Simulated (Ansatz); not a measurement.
FHMg (`[F][MgH]`), relaxed with RKS PBE-D4/def2-SVP in Ansatz from a rough embedded geometry. The force threshold is 0.03 eV/Å; the program also tests the step.

The species carries charge 0 and has multiplicity 1.

Start:

```xyz
3

F     0.088   -0.667   -1.718
Mg    0.000    0.011    0.050
H    -0.089    0.656    1.668
```

```csv
step,energy (eV),largest force (eV/Å),largest move (Å)
1,-8168.5628,1.478,0.000
2,-8168.6630,0.889,0.059
3,-8168.6948,0.194,0.045
4,-8168.6962,0.009,0.007
```

End:

```xyz
3

F     0.085   -0.635   -1.627
Mg   -0.001    0.008    0.026
H    -0.084    0.627    1.601
```

Hardware: 2 threads of a server CPU on a shared host. Wall time 1.4 s, peak host memory 0.12 GiB.
